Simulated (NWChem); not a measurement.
**Basis-set convergence for sulfur dioxide (O2S)**

SMILES: O=S=O
```xyz
3

O      1.2504     0.0000    -0.3713
S      0.0000     0.0000     0.3713
O     -1.2504     0.0000    -0.3713
```
Charge 0, spin multiplicity 1.

The numbers come from NWChem runs, not from measurements. Structure: optimised with PBE0/def2-SVP, a minimum by its harmonic frequencies.

Quantity: vertical ionisation energy at the level ΔMP2 (Δ: difference of total energies, the cation a doublet at the parent's geometry with its hole in an orbital of symmetry a1 (C2v labels); it is the state that the SCF runs reached, from PBE0 orbitals for Hartree-Fock references, and need not be the lowest).

The correlated methods keep 7 core orbitals frozen. The Pople sets run with spherical d functions. No SCF solution was tested for a lower state. Open-shell Hartree-Fock references start from PBE0 orbitals; any time given for them includes that run.

The cost column gives rough processor time relative to 3-21G; each entry includes its own SCF.

```json
[
 {"basis": "3-21G", "functions": "31", "vertical ionisation energy (eV)": "11.09", "relative cost": "1"},
 {"basis": "6-31G*", "functions": "46", "vertical ionisation energy (eV)": "?", "relative cost": "under 3"},
 {"basis": "6-311G**", "functions": "62", "vertical ionisation energy (eV)": "?", "relative cost": "under 3"},
 {"basis": "aug-cc-pVDZ", "functions": "73", "vertical ionisation energy (eV)": "12.35", "relative cost": "7"},
 {"basis": "6-311++G**", "functions": "74", "vertical ionisation energy (eV)": "12.34", "relative cost": "3"},
 {"basis": "def2-TZVP", "functions": "99", "vertical ionisation energy (eV)": "12.56", "relative cost": "8"},
 {"basis": "def2-TZVPP", "functions": "104", "vertical ionisation energy (eV)": "12.56", "relative cost": "8"},
 {"basis": "def2-TZVPD", "functions": "126", "vertical ionisation energy (eV)": "12.66", "relative cost": "20"},
 {"basis": "aug-cc-pVTZ", "functions": "142", "vertical ionisation energy (eV)": "12.65", "relative cost": "30"},
 {"basis": "def2-QZVP", "functions": "184", "vertical ionisation energy (eV)": "?", "relative cost": "70"}
]
```

Question: Some entries are withheld; supply them.

Answer: 
- 6-31G*, vertical ionisation energy (eV): 12.09
- 6-311G**, vertical ionisation energy (eV): 12.14
- def2-QZVP, vertical ionisation energy (eV): 12.75
